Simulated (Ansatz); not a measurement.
How far each method lies from RCCSDTQ for C3H4, singlet

Geometry: MP2(full)/6-31G*, from the G2/97 set.

```xyz
7

C     0.0000    0.0000    0.8790
C     0.0000   -0.6505   -0.4781
C     0.0000    0.6505   -0.4781
H     0.9124    0.0000    1.4771
H    -0.9124    0.0000    1.4771
H     0.0000   -1.5841   -1.0177
H     0.0000    1.5841   -1.0177
```

Basis 6-31G; Ansatz 0.2.0. Correlated methods freeze the noble-gas cores, which leaves 16 electrons in 32 orbitals. Prefix R: restricted or restricted open-shell reference; prefix U: unrestricted. Active spaces: frontier = (8e, 8o) about the gap.

Full CI isn't at hand for all of this; RCCSDTQ serves as the reference, and is uncertain by about the last step of the cluster series. The frozen core follows each run's orbitals, which can shift R against U totals by a few meV.

Unrestricted rows (U) aren't spin-pure: their determinants' ⟨S²⟩ exceeds S(S+1) by up to 0.11, so they mix in states of higher spin.

```
UHF ⟨S²⟩                          : 0.113
T1 diagnostic (RCCSD)             : 0.0087
largest doubles amplitude (RCCSD) : 0.133
```

Q: From what is known of these methods and the diagnostics, rank them by the size of their error in total energy against RCCSDTQ in 6-31G, smallest first (an estimate: the text doesn't fix the numbers).
A. CISDTQ
B. MRCISD (frontier space)
C. UHF
D. BCCD(T)
E. RCCSDT(Q)

A: E (0.07 mEh), D (1.24 mEh), A (3.38 mEh), B (16.15 mEh), C (309.19 mEh).

All errors are against RCCSDTQ in 6-31G. Below it: RCCSDT(Q). 

Atomization energy (electronic, same basis, no zero-point term; atoms at the same level, unrestricted beside the R rows where the molecule is a closed shell, with restricted open-shell steps beyond CCSDT(Q)) at RCCSDTQ: 2457.8 kJ/mol. Errors of other levels:

```
    level  error (kJ/mol)
      RHF          -517.9
      UHF          -516.8
     RMP2             7.1
     CISD          -101.1
    RCCSD           -23.1
 RCCSD(T)            -2.0
  BCCD(T)            -2.0
   RCCSDT            -2.2
   CISDTQ            -8.7
RCCSDT(Q)             0.1
```

This basis is far from its limit, so the value isn't to be set against a measured one. Truncated CI isn't size-consistent, which counts against it in atomization.
